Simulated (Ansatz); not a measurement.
Candidates: hcp Os, hcp Zr, hcp Ti, hcp Lu, hcp Sc, hcp Y. Level: PBEsol (Ansatz, a quantum-chemistry and plane-wave program, PAW).

Ansatz's runs of these crystals have no spin polarisation.

Spin–orbit coupling is left out, also for the solids with elements from indium on (hcp Os, hcp Lu); its size isn't shown.

Ansatz's density-functional and Hartree–Fock values are scalar-relativistic unless marked +SOC, with PAW data made under PBE.

Task: Which of them have a computed c axis length between 4.8 and 5.2 Å?

Result: hcp Zr, hcp Sc. The values: hcp Os 4.308 Å; hcp Zr 5.113 Å; hcp Ti 4.590 Å; hcp Lu 5.351 Å; hcp Sc 5.085 Å; hcp Y 5.590 Å.
